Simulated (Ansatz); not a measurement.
# SiHClO (triplet): wave-function methods side by side, cc-pVDZ

An exercise on one series of results from a longer session: the logs are not shown, and one member is left open.

Computed with Ansatz 0.2.0, Gaussian basis. Level: cc-pVDZ, core rule «outside noble gas», up to 11 orbitals frozen.

Plan: UHF; CCSD(T) on ROHF; CCSD(T) on UHF; BCCD(T) on ROHF; CISD; CCSDT(Q) on ROHF; CCSDT(Q) on UHF.

8 further runs of the same task are left out: 2 for a known fault of the program, 6 set aside as unsound or not needed.

### The geometry

The geometry is a PBE0/def2-TZVP stationary point (not a proven minimum).

4 atoms, charge 0, spin multiplicity 3.

Atoms are counted from 1 here; the program's logs count them from 0.

Bond lengths: Cl1–Si2 2.056 Å, Si2–O3 1.650 Å, O3–H4 0.961 Å. Angles: Cl1–Si2–O3 118.8°, Si2–O3–H4 115.3°.

Set-up of the first run:

in.yaml reads:

```yaml
crystal:
  periodic: [false, false, false]
  atoms:
    - {symbol: Cl, position_ang: [-0.008356, -0.197707, 1.342880]}
    - {symbol: Si, position_ang: [-0.024651, 0.557521, -0.569653]}
    - {symbol: O, position_ang: [0.107494, -0.489540, -1.837441]}
    - {symbol: H, position_ang: [-0.725501, -0.810184, -2.194734]}
basis:
  gaussian: {orbitals: cc-pVDZ}
magnetization: {spin_polarized: true, initial_magnetization: 2}
hamiltonian: {xc: hf}
output: {orbitals: {seedname: orbitals}}
```

The run is started by

```sh
> ansatz run in.yaml --threads 1 --pin off --events-out ev --progress --plain --max-ram 2560MiB --backend cpu
```

Among the steps run: UHF; CCSD(T) on ROHF; CCSD(T) on UHF; BCCD(T) on ROHF; CISD; CCSDT(Q) on ROHF; CCSDT(Q) on UHF.

One of the session's tables, all rows but one given; the rest of the session is left out.

It belongs to the step «Misses and costs». 

```
   method  from UCCSDT(Q) (meV)
     ROHF              +11306.6
      UHF                     ?
     RMP2                +940.0
     UMP2                +933.1
     CISD               +1418.1
    RCCSD                +312.9
    UCCSD                +311.3
 RCCSD(T)                 +53.6
 UCCSD(T)                 +53.2
  BCCD(T)                 +51.2
   RCCSDT                 +30.5
   UCCSDT                 +30.2
RCCSDT(Q)                  +2.9
UCCSDT(Q)                     0
```

Q: Estimate the row for UHF from the others.

The run gave: from UCCSDT(Q) (meV): +11252.1. In the column «from UCCSDT(Q) (meV)» it lies between CISD (+1418.1) and ROHF (+11306.6).

Caveats from the session: Restricted and unrestricted rows rest on different reference determinants; where their highest levels disagree by more than a few hundredths of an eV, they describe different states and don't form one ladder.
